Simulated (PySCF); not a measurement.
# What builds the electron affinity along the third row

Calculated with PySCF 2.14 from differences of total energies of unrestricted determinants, without spin-orbit coupling. Each column adds one step, in eV (sums use unrounded values): valence MP2, valence CCSD, valence triples, then the next inner shell at CCSD(T) (Si 2s 2p, S 2s 2p, Cl 2s 2p). References (photodetachment measurements) marked * lie between the lowest fine-structure levels; the others compare directly ((s) semi-empirical, (t) theoretical).

```csv
element,UHF,+ MP2,+ CCSD,+ (T),+ inner shell,sum,reference
"Si [Ne] 3s2 3p3 → [Ne] 3s2 3p2 (def2-TZVPPD, non-relativistic)",0.691,0.504,-0.057,0.049,-0.011,1.175,1.390 *
"S [Ne] 3s2 3p5 → [Ne] 3s2 3p4 (def2-TZVPPD, non-relativistic)",0.884,1.000,-0.068,0.073,0.000,1.890,2.077 *
"Cl [Ar] → [Ne] 3s2 3p5 (def2-TZVPPD, non-relativistic)",2.382,1.204,-0.213,0.080,0.001,3.455,3.613 *
```

What remains against the references is mostly basis incompleteness and, for starred values, spin-orbit coupling.

These are valence bases, so the inner-shell step is incomplete.
